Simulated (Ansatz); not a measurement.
Geometry optimisation, UKS PBE0-D4/def2-SVP in Ansatz 0.2.0.

The input (input.yaml):

```yaml
crystal:
  periodic: [false, false, false]
  atoms:
    - { symbol: B, position_ang: [0.061679, -0.115101, -0.216553] }
    - { symbol: H, position_ang: [-0.049838, 0.237935, 2.137747] }
    - { symbol: O, position_ang: [1.302316, -0.384409, -0.583083] }
    - { symbol: H, position_ang: [1.431034, -0.628251, -1.512885] }
    - { symbol: H, position_ang: [-0.940224, -0.126883, -0.903124] }
    - { symbol: Cl, position_ang: [-0.093468, 0.064809, 3.467999] }
magnetization:
  spin_polarized: true
  initial_magnetization: 1
basis:
  gaussian: { orbitals: def2-SVP }
hamiltonian:
  xc: pbe0
  dispersion: d4
relax:
  f_tol: 0.03
  max_steps: 50
output:
  orbitals: {}
```

Run as:

```bash
$ ansatz run input.yaml --threads 1 --pin off --max-ram 2048MiB --backend cpu --events-out ev --progress --plain --runs-dir out
```

**Question.** Where does it end, and by what steps?

**Answer.** The run converged. After 26 steps the energy has fallen by 1.157 eV; H2 moved furthest, 1.83 Å. Parted: H2–Cl6 (1.34 → 2.56 Å). Joined: B1–H2 (2.38 → 1.29 Å), B1–Cl6 (3.69 → 1.78 Å).

```tsv
step	energy less start (eV)	largest force component (eV/Å)	accepted
0	0.0000	0.972	yes
1	-0.0697	0.118	yes
2	-0.1038	0.991	yes
3	-0.1260	0.995	yes
4	-0.1864	1.184	yes
5	-0.2487	0.832	yes
6	-0.2784	0.620	yes
7	-0.2694	0.788	no
8	-0.3018	0.385	yes
9	-0.3094	0.079	yes
10	-0.3118	0.105	yes
11	-0.3121	0.155	yes
12	-0.3230	0.063	yes
13	-0.3402	0.379	yes
14	-0.3627	0.712	yes
15	-0.4185	0.834	yes
16	-0.5417	0.562	yes
17	-0.7057	0.864	yes
18	-0.7259	2.323	yes
19	-0.9127	1.057	yes
20	-0.9666	1.273	yes
21	-1.0445	0.935	yes
22	-1.1045	0.896	yes
23	-1.1386	0.505	yes
24	-1.1557	0.116	yes
25	-1.1571	0.030	yes
26	-1.1571	0.010	yes
```

```xyz
6
Properties=species:S:1:pos:R:3
B 0.194 -0.185 0.632
H -0.068 1.072 0.508
O 1.240 -0.682 -0.100
H 1.271 -0.339 -0.999
H -0.946 -0.081 0.038
Cl 0.020 -0.737 2.312
```

Whether the end is a true minimum wasn't checked by a vibrational analysis.

Run time: 65 s on 1 thread of AMD EPYC 7R43 64-Core Processor (Zen 3), on a shared host, peak memory 0.15 GiB.
